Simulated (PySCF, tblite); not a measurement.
# N-Phenylpyrrole (C10H9N): geometry, infrared bands, NMR shifts, spin-spin couplings and electronic excitations

What infrared bands, NMR shifts, spin-spin couplings and electronic excitations should N-Phenylpyrrole (C10H9N) (`c1ccc(-n2cccc2)cc1`) show?

Programs: tblite 0.8.0 and PySCF 2.14.0, with density-fitted response routines of our own. Each step states its level of theory. These are calculated values for one molecule in the gas phase, unless marked as measured. Atoms count from 0, in the outputs and in this text.

## 1. The starting structure

20 atoms, charge 0, multiplicity 1; geometry from: force field or distance geometry start.

Bonds of the start (Å): C0–C1 1.38, C1–C2 1.41, C2–C3 1.39, C3–N4 1.42, N4–C5 1.34, C5–C6 1.41, C6–C7 1.39, C7–C8 1.40, C3–C9 1.37, C9–C10 1.40, C10–C0 1.38, C8–N4 1.36, C0–H11 1.11, C1–H12 1.10, C2–H13 1.09, C5–H14 1.08, C6–H15 1.07, C7–H16 1.07, C8–H17 1.09, C9–H18 1.08, C10–H19 1.07.

## 2. Geometry optimisation with GFN2-xTB

Job settings and geometry (Å):

```
{"job": {"kind": "relax", "xc": "GFN2-xTB", "basis": "xTB"}, "charge": 0, "multiplicity": 1}
C     -3.116800    -0.123800    -0.114800
C     -2.510500    -0.026000     1.117100
C     -1.100000    -0.000000     1.147100
C     -0.405300    -0.044500    -0.050800
N      1.017000    -0.016100     0.028700
C      1.887000    -1.034100    -0.086100
C      3.189100    -0.517500     0.036800
C      3.074600     0.850600     0.228500
C      1.709800     1.139800     0.210400
C     -1.012100    -0.142900    -1.275600
C     -2.407800    -0.177500    -1.294400
H     -4.221800    -0.151100    -0.130400
H     -3.068600     0.014100     2.064300
H     -0.578800     0.073600     2.097000
H      1.633600    -2.071700    -0.236400
H      4.110900    -1.064500     0.015600
H      3.829100     1.597200     0.361900
H      1.279900     2.131100     0.329000
H     -0.439500    -0.181300    -2.194400
H     -2.875000    -0.244500    -2.256600
```

Run with:

```bash
$ OMP_NUM_THREADS=2 python probes_run.py task.json out
```

The driver reads the jobs from task.json and runs them one after another.

**Question.** This job is followed by: GFN2-xTB harmonic vibrations, gas phase; PBE0-D3(BJ)/def2-SVP geometry optimisation, gas phase; GIAO PBE0/pcSseg-1 NMR shielding, non-relativistic, gas phase; B3LYP/pcJ-1 indirect spin-spin coupling, non-relativistic, gas phase; TDDFT CAM-B3LYP/def2-SVPD, vertical, gas phase, core orbitals frozen in the response; GIAO HF/pcSseg-2 NMR shielding, non-relativistic, gas phase. Predict these results of the whole session: strongest single infrared mode (GFN2-xTB); zero-point energy (GFN2-xTB); point group; rotational constants (main isotopes); 13C shifts against TMS (PBE0/pcSseg-1, means over atoms taken as alike); 1H shifts against TMS (PBE0/pcSseg-1, means over atoms taken as alike); 15N shifts against NH3 (PBE0/pcSseg-1); largest coupling of the table (B3LYP/pcJ-1); lowest singlet (CAM-B3LYP/def2-SVPD); brightest single state of those computed; lowest triplet; range of the shift of N4.

**Answer**, as computed:

```
                                                               quantity                                            value
                              strongest single infrared mode (GFN2-xTB)                            1502 cm⁻¹, 286 km/mol
                                           zero-point energy (GFN2-xTB)                                    99.8 kcal/mol
                                                            point group                                               C2
                                   rotational constants (main isotopes)                             3.52, 0.71, 0.61 GHz
13C shifts against TMS (PBE0/pcSseg-1, means over atoms taken as alike)     146.7, 135.2, 130.6, 126.2, 122.5, 117.1 ppm
 1H shifts against TMS (PBE0/pcSseg-1, means over atoms taken as alike)                 7.54, 7.41, 7.34, 6.94, 6.51 ppm
                                 15N shifts against NH3 (PBE0/pcSseg-1)                                        207.5 ppm
                            largest coupling of the table (B3LYP/pcJ-1)  1J(C,H) C5–H14, 194.8 Hz (mean over like pairs)
                                   lowest singlet (CAM-B3LYP/def2-SVPD)                      5.14 eV (241 nm), f = 0.008
                               brightest single state of those computed                     state 10, 6.90 eV, f = 0.374
                                                         lowest triplet                                          3.88 eV
                                               range of the shift of N4                               181.7 to 207.5 ppm
```

**Reading.** Over 77 steps the energy fell by 0.336 eV; of the close pairs, C5–C6 changed most, 1.406 to 1.365 Å (GFN2-xTB). All 54 modes are real, so the xTB geometry is a minimum. The strongest single mode, at 1502 cm⁻¹, is spread over many atoms; the largest shares are those of N4, C3. Unscaled tight-binding wavenumbers are off by several per cent, some by more. Its intensities can rank the bands wrongly. The start of the PBE0/def2-SVP relaxation was shaken at random by about 0.01 Å, so part of the energy gained, and of the first lengths quoted, undoes that. Over 9 steps the energy fell by 0.204 eV; of the close pairs, C3–N4 changed most, 1.361 to 1.408 Å (PBE0/def2-SVP). NICS(1)zz of -27 ppm above the planar ring from C0 marks a diatropic (aromatic) ring current. NICS(1)zz of -27 ppm above the planar ring from N4 marks a diatropic (aromatic) ring current. In the run at B3LYP/pcJ-1, the largest coupling of the table is C5–H14 (mean over like pairs), 194.8 Hz, of which the Fermi-contact term gives 193.6 Hz. Couplings across rotatable bonds belong to this one conformer; where others are populated, the observed values are averages. The lowest singlet, at 5.14 eV, is HOMO−1→LUMO+1 0.68, HOMO−2→LUMO 0.23 and is weak; of the 10 states computed, the strongest absorption comes from state 10 at 6.90 eV (the last computed, so partners may be missing). The lowest triplet lies 1.26 eV below the lowest singlet (triplets in Tamm-Dancoff, singlets in full TDDFT). In ppm, N4 moves most: its shift spreads over 25.8 ppm, from 181.7 (HF/pcSseg-2) to 207.5 (PBE0/pcSseg-1). These values are for one conformer; the search (at its own cheap level) found 1 more, at 1.05 kcal/mol, and measured spectra average over such forms.
